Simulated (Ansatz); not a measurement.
System: C3H7 (charge 0, doublet). It need not be the lowest isomer of its formula. SMILES: [CH2]CC
Geometry from a B3LYP-D3(BJ)/def2-TZVP (Ansatz, a quantum-chemistry and plane-wave program) optimisation:
```xyz
10

C      0.0021     0.1108     0.5655
C      0.0077     1.2936    -0.3331
C     -0.0086    -1.2298    -0.1990
H     -0.8754     0.1418     1.2188
H      0.8812     0.1312     1.2165
H     -0.0146    -2.0711     0.4978
H      0.9356     1.6982    -0.7148
H     -0.9144     1.6801    -0.7468
H     -0.8918    -1.3071    -0.8353
H      0.8722    -1.3206    -0.8368
```
Charge 0, spin multiplicity 2.

Parts of the frozen-core correlation energy in 6-31G* (Ansatz, hartree). Frozen orbitals: 3; correlated occupied orbitals by spin: 10 and 9; virtual: 46 and 47. UHF or UKS for open shells. Spin-orbit coupling is left out. No relativistic terms.

| term | value |
|---|---|
| reference (HF) | -117.63098 |
| MP2 opposite-spin | … |
| MP2 same-spin | … |
| CCSD correlation | -0.41368 |
| (T) | … |
| T1 diagnostic | 0.009 |
| largest doubles amplitude | 0.029 |
| <S^2> of the reference | 0.763 |

**Question.** Fill in the missing entries.

**Answer.** 
- MP2 opposite-spin, value: -0.28496
- MP2 same-spin, value: -0.08407
- (T), value: -0.01064
